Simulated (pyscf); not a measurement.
Thermochemistry of product channels of `[CH3][SiH2][CH3]` on the singlet surface, in kJ/mol, from ωB97M-D3(BJ)/def2-TZVP energies (ideal gas, 1 atm, RRHO with modes under 100 cm⁻¹ raised to 100, one conformer, R ln 2 for chiral ones without a mode under 150 cm⁻¹). PySCF, gas phase, ωB97X-D3(BJ)/def2-SVP geometries.

```tsv
products	ΔE	ΔH(298 K)	ΔG(298 K)	ΔG(600 K)
`[CH2]1[CH2][SiH2]1` + `[H][H]`	+246.5	+223.4	+193.7	+162.5
`[CH3][CH2][SiH3]`	+53.6	+52.7	+52.5	+52.9
`[CH3][Si][CH3]` [singlet] + `[H][H]`	+246.4	+230.7	+191.7	+150.5
```

These are energies of the channels, which say nothing of barriers. cyclic C₂H₆Si (SMILES C1C[SiH2]1) lies 31.0 kJ/mol over its isomer H₂C=CH–SiH₃ (electronic energy, ωB97M-D3(BJ)/def2-TZVP). H₃C–Si:–CH₃ [singlet] lies 30.9 kJ/mol over its isomer H₂C=CH–SiH₃ (electronic energy, ωB97M-D3(BJ)/def2-TZVP).
